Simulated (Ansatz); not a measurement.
## K3H: from a trial structure to a relaxed crystal

These are results of DFT PBE, scalar-relativistic, plane waves, PAW (Ansatz 0.2.0), not measurements. Cutoff 420 eV, Γ-centred k mesh, Gaussian smearing, no spin polarisation in the final step.

The start puts K3H on the TiAl3 (D0_22) structure type (I4/mmm, No. 139), with H in place of Ti, K in place of Al, at a guessed volume.

```xyz
4
Lattice="-2.3536 2.3536 5.2574 2.3536 -2.3536 5.2574 2.3536 2.3536 -5.2574" Properties=species:S:1:pos:R:3 pbc="T T T"
K     0.0000    0.0000    5.2574
K     2.3536    0.0000    2.6287
K     0.0000    2.3536    2.6287
H     0.0000    0.0000    0.0000
```

Cell and atoms relax at zero pressure; the relaxation can't lower the symmetry of the start. After a coarse first stage the cell is made exact in the group found at 0.06 Å.

Energies over the elements count from the elements' standard structures at the same level (H₂ as a molecule), with no empirical corrections.

**Question.** Which crystal results?

**Answer.** It keeps I4/mmm (No. 139). The result has the TiAl3 (D0_22) structure. Conventional cell: a = 5.421 Å, c = 13.805 Å. K on Wyckoff site b (1 atom of the primitive cell) has 4 H at 3.83 Å and 8 K at 4.39 Å; K on Wyckoff site d (2 atoms of the primitive cell) has 4 K at 3.83 Å, 4 H at 4.39 Å and 4 K at 4.39 Å; H has 4 K at 3.83 Å and 8 K at 4.39 Å.

Space group I4/mmm (No. 139). a = 5.421 Å, b = 5.421 Å, c = 13.805 Å, α = 90.00°, β = 90.00°, γ = 90.00°
```csv
atom,site,symmetry,x,y,z
K,2b,4/mmm,0.5000,0.5000,0.0000
K,4d,-4m2,0.5000,0.0000,0.2500
H,2a,4/mmm,0.0000,0.0000,0.0000
```

**Question.** What are its volume, energy, density and gap?

**Answer.** The volume per atom is 50.70 Å³ and the density is 0.97 g/cm³. The energy over the elements is 0.32 eV/atom and the gap on the 12×12×12 mesh is 0 eV (a metal).

The final run used a 12×12×12 mesh on its 4-atom cell and 0.10 eV smearing. For metals, differences of a few meV/atom aren't resolved. Symmetry constrained the relaxation, so the result can be a saddle point.

Cost: 3 runs of about 1.4 core-minutes in all, on Intel Xeon 6975P-C (Granite Rapids) (shared hosts).